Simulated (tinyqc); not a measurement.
Geometry optimisation on the RHF/sto-3g surface (energies and gradients from PySCF), for H2O, spin multiplicity 1, step by step. One step of it, computed by the program tinyqc.

Problem. Step 1: move. Quasi-Newton step p = -H^(-1) g (first H = 0.6 times the unit matrix); steps longer than 0.5 bohr are cut back.

positions at the start (bohr):
```
            x          y          z
1O   0.079368  -0.030236  -0.020787
2H   0.001890   1.443751   1.109269
3H  -0.060471  -1.453199   1.105490
```

gradient (hartree/bohr):
```
              x            y            z
1O  -0.00399820  -0.02237535   0.03629699
2H   0.00095630   0.00336754  -0.00912547
3H   0.00304190   0.01900781  -0.02717152
```

Give: positions after step 1.

Solution.

positions after step 1 (bohr):
```
          x        y        z
1O   0.0860   0.0071  -0.0813
2H   0.0003   1.4381   1.1245
3H  -0.0655  -1.4849   1.1508
```
